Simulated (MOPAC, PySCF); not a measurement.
Bond stretch in CS, singlet.

Methods: PM7, restricted, heats of formation (MOPAC); RKS-PBE = restricted PBE/cc-pVTZ in PySCF; RMP2 = MP2 on RHF/cc-pVTZ, 6 core orbitals frozen run with PySCF; UKS-B3LYP/6-311+G** = PySCF 2.14.0 with unrestricted B3LYP/6-311+G**, spherical d.

Energies are in kcal/mol, each relative to the lowest point of its own curve near equilibrium.

```json
[
 {"R / Å": "1.23", "PM7": "54.4", "RKS-PBE": "114.5", "RMP2": "113.7", "UKS-B3LYP/6-311+G**": "111.6"},
 {"R / Å": "1.31", "PM7": "25.0", "RKS-PBE": "54.5", "RMP2": "53.3", "UKS-B3LYP/6-311+G**": "51.7"},
 {"R / Å": "1.36", "PM7": "13.1", "RKS-PBE": "30.8", "RMP2": "29.7", "UKS-B3LYP/6-311+G**": "28.5"},
 {"R / Å": "1.43", "PM7": "3.3", "RKS-PBE": "10.7", "RMP2": "9.8", "UKS-B3LYP/6-311+G**": "9.2"},
 {"R / Å": "1.47", "PM7": "0.7", "RKS-PBE": "4.3", "RMP2": "3.8", "UKS-B3LYP/6-311+G**": "3.4"},
 {"R / Å": "1.53", "PM7": "0.0", "RKS-PBE": "0.1", "RMP2": "0.0", "UKS-B3LYP/6-311+G**": "0.0"},
 {"R / Å": "1.57", "PM7": "…", "RKS-PBE": "0.0", "RMP2": "0.3", "UKS-B3LYP/6-311+G**": "0.5"},
 {"R / Å": "1.63", "PM7": "5.4", "RKS-PBE": "2.9", "RMP2": "3.9", "UKS-B3LYP/6-311+G**": "4.4"},
 {"R / Å": "1.69", "PM7": "11.5", "RKS-PBE": "8.6", "RMP2": "10.3", "UKS-B3LYP/6-311+G**": "10.9"},
 {"R / Å": "1.79", "PM7": "24.7", "RKS-PBE": "21.8", "RMP2": "25.0", "UKS-B3LYP/6-311+G**": "25.6"},
 {"R / Å": "1.91", "PM7": "43.9", "RKS-PBE": "40.9", "RMP2": "46.9", "UKS-B3LYP/6-311+G**": "46.3"},
 {"R / Å": "2.05", "PM7": "68.9", "RKS-PBE": "64.3", "RMP2": "76.9", "UKS-B3LYP/6-311+G**": "71.1"},
 {"R / Å": "2.30", "PM7": "114.2", "RKS-PBE": "103.5", "RMP2": "145.3", "UKS-B3LYP/6-311+G**": "106.4"},
 {"R / Å": "2.53", "PM7": "148.3", "RKS-PBE": "133.6", "RMP2": "…", "UKS-B3LYP/6-311+G**": "128.3"},
 {"R / Å": "2.77", "PM7": "171.6", "RKS-PBE": "158.6", "RMP2": "222.7", "UKS-B3LYP/6-311+G**": "143.4"},
 {"R / Å": "3.07", "PM7": "188.9", "RKS-PBE": "181.6", "RMP2": "238.7", "UKS-B3LYP/6-311+G**": "153.4"},
 {"R / Å": "3.35", "PM7": "198.1", "RKS-PBE": "196.8", "RMP2": "246.5", "UKS-B3LYP/6-311+G**": "…"},
 {"R / Å": "3.71", "PM7": "204.1", "RKS-PBE": "209.8", "RMP2": "251.6", "UKS-B3LYP/6-311+G**": "…"},
 {"R / Å": "4.17", "PM7": "206.9", "RKS-PBE": "219.6", "RMP2": "254.5", "UKS-B3LYP/6-311+G**": "161.8"},
 {"R / Å": "4.58", "PM7": "207.6", "RKS-PBE": "224.5", "RMP2": "255.6", "UKS-B3LYP/6-311+G**": "…"},
 {"R / Å": "5.38", "PM7": "208.0", "RKS-PBE": "229.0", "RMP2": "256.5", "UKS-B3LYP/6-311+G**": "…"},
 {"R / Å": "6.12", "PM7": "208.1", "RKS-PBE": "230.4", "RMP2": "256.7", "UKS-B3LYP/6-311+G**": "162.5"}
]
```

Q: Fill in the missing entries.

A: 
- 1.57, PM7: 1.3
- 2.53, RMP2: 196.2
- 3.35, UKS-B3LYP/6-311+G**: 157.8
- 3.71, UKS-B3LYP/6-311+G**: 160.5
- 4.58, UKS-B3LYP/6-311+G**: 162.2
- 5.38, UKS-B3LYP/6-311+G**: 162.4

The restricted form behind PM7, RKS-PBE, RMP2 keeps the bonding electrons paired and can't separate into open-shell fragments. At the longest distance RKS-PBE leaves fractional charges on the fragments, a sign of delocalisation error or of the restricted form. The T1 diagnostic of CCSD on the restricted reference of RMP2 exceeds 0.045 at 1.79 to 3.07 Å. The unrestricted determinant behind UKS-B3LYP/6-311+G** is spin-contaminated at 2.05 to 6.12 Å (<S²> up to 2.0, against 0.00 for a pure singlet).
